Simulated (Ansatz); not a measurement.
Geometry optimisation, RKS LDA/6-31G* in Ansatz.

Input file:

```yaml
crystal:
  periodic: [false, false, false]
  atoms:
    - { symbol: Al, position_ang: [-0.023036, 0.407254, -0.022974] }
    - { symbol: F, position_ang: [-0.010899, 0.708486, 1.62429] }
    - { symbol: H, position_ang: [1.389804, 0.366507, -0.767547] }
    - { symbol: H, position_ang: [-1.445257, 0.32313, -0.743547] }
    - { symbol: Si, position_ang: [0.129602, -2.87612, 1.220002] }
    - { symbol: H, position_ang: [-0.684773, -3.334738, 0.049571] }
    - { symbol: H, position_ang: [1.548907, -3.314859, 1.047406] }
    - { symbol: H, position_ang: [-0.447756, -3.402058, 2.498341] }
    - { symbol: H, position_ang: [0.095209, -1.394303, 1.294659] }
basis:
  gaussian: { orbitals: "6-31G*" }
hamiltonian:
  xc: lda
relax:
  f_tol: 0.03
  max_steps: 50
```

Command:

```bash
$ ansatz run input.yaml --threads 1 --pin off --max-ram 2048MiB --backend cpu --events-out ev --progress --plain --runs-dir out
```

Task: Where does it end, and by what steps?

Result: It converged. After 12 steps the energy has fallen by 0.245 eV; H3 moved furthest, 0.92 Å.

```json
{"step": "0", "energy less start (eV)": "0.0000", "largest force component (eV/Å)": "0.520", "accepted": "yes"}
{"step": "1", "energy less start (eV)": "-0.0464", "largest force component (eV/Å)": "0.842", "accepted": "yes"}
{"step": "2", "energy less start (eV)": "-0.1167", "largest force component (eV/Å)": "0.286", "accepted": "yes"}
{"step": "3", "energy less start (eV)": "-0.1330", "largest force component (eV/Å)": "0.870", "accepted": "yes"}
{"step": "4", "energy less start (eV)": "-0.1653", "largest force component (eV/Å)": "0.118", "accepted": "yes"}
{"step": "5", "energy less start (eV)": "-0.1927", "largest force component (eV/Å)": "0.222", "accepted": "yes"}
{"step": "6", "energy less start (eV)": "-0.2155", "largest force component (eV/Å)": "0.202", "accepted": "yes"}
{"step": "7", "energy less start (eV)": "-0.2267", "largest force component (eV/Å)": "0.292", "accepted": "yes"}
{"step": "8", "energy less start (eV)": "-0.2387", "largest force component (eV/Å)": "0.145", "accepted": "yes"}
{"step": "9", "energy less start (eV)": "-0.2281", "largest force component (eV/Å)": "0.495", "accepted": "no"}
{"step": "10", "energy less start (eV)": "-0.2442", "largest force component (eV/Å)": "0.074", "accepted": "yes"}
{"step": "11", "energy less start (eV)": "-0.2442", "largest force component (eV/Å)": "0.091", "accepted": "yes"}
{"step": "12", "energy less start (eV)": "-0.2453", "largest force component (eV/Å)": "0.025", "accepted": "yes"}
```

```xyz
9
Properties=species:S:1:pos:R:3
Al -0.083 0.094 0.173
F 0.220 1.312 1.261
H 1.175 -0.515 -0.613
H -1.609 -0.150 -0.238
Si 0.186 -2.691 1.098
H -0.382 -2.726 -0.282
H 1.648 -2.994 1.133
H -0.592 -3.568 2.030
H -0.012 -1.280 1.639
```

Whether the end is a true minimum wasn't checked by a vibrational analysis.

The run took 17 s on 1 thread of Arm Neoverse V2 (shared host), peak memory 0.13 GiB.
